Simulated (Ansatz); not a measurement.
Antiferromagnetic (type II) rock-salt NiO: elastic constant C33 by level of theory

No measured value is used here.

Q: Put these levels in order of the elastic constant C33 that they give for antiferromagnetic (type II) rock-salt NiO, smallest first: LDA (Ansatz, a quantum-chemistry and plane-wave program), PBE (Ansatz), PBEsol (Ansatz).

A: PBE (337 GPa), PBEsol (393 GPa), LDA (431 GPa)

Unless a cell is named, each level is at its own relaxed cell (LDA 8.38, PBE 9.21, PBEsol 8.74 Å³/atom).

Spin-polarised runs: PBE (opposed moments), PBEsol (opposed moments), LDA (opposed moments). Each level is taken at its own relaxed cell. Ansatz's density-functional and Hartree–Fock values are scalar-relativistic unless marked +SOC, with PAW data made under PBE.
